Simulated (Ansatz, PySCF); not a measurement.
**How the cohesive energy of antifluorite Mg2Sn moves with the method**

No measured value is used here.

```csv
level (code),value (eV/atom),cell (Å³/atom)
PBE (Ansatz),2.25,26.38
PBEsol-D3(BJ) (Ansatz),2.83,24.53
B3LYP (VWN-RPA form) (Ansatz),1.79,26.28
Hartree–Fock (PySCF),1.30 ± 0.1,27.00
MP2 (PySCF),2.77 ± 0.1,26.16
```

Free atoms are spin-polarised, in the lowest state found; at levels without +SOC their spin–orbit coupling is left out.  A ± on a computed value is a rough bar: the spread of its extrapolation, a floor set from checks against published values, or a statistical error. Density-functional levels without +SOC have no spin–orbit coupling, which shifts binding energies of heavy elements. Each level is taken at its own relaxed cell. Cutoffs and k meshes differ between the levels. Ansatz's density-functional and Hartree–Fock values are scalar-relativistic unless marked +SOC, with PAW data made under PBE.

Ansatz is a quantum-chemistry and plane-wave program.
